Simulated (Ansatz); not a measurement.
## InSe (R3m, No. 160)

Level of theory: PBE0 (PAW; Ansatz, a program for electronic structure).

Numerical settings: plane-wave cutoff 500 eV, 6×6×6 k mesh, gaussian smearing 0.02 eV, scalar-relativistic PAW data made under PBE.

Cell (relaxed with r²SCAN):

```xyz
4
Lattice="2.0216 1.1672 8.6854 -2.0216 1.1672 8.6854 0.0000 -2.3343 8.6854" Properties=species:S:1:pos:R:3 pbc="T T T"
In     0.0000     0.0000     2.8605
In     0.0000     0.0000     0.0625
Se     0.0000     0.0000    16.1741
Se     0.0000     0.0000    21.4905
```

| Item | Result |
|---|---|
| band gap | 1.83 eV (on the SCF k mesh) |

Note: the cell comes from a level without a dispersion term, which matters for the spacing of layers, chains or molecules; cell and atoms aren't relaxed at this level (largest force component 0.11 eV/Å); the cell has widely spaced layers and the level no dispersion term, so their spacing and the moduli can rest on weak binding.

Spin–orbit coupling is not included.
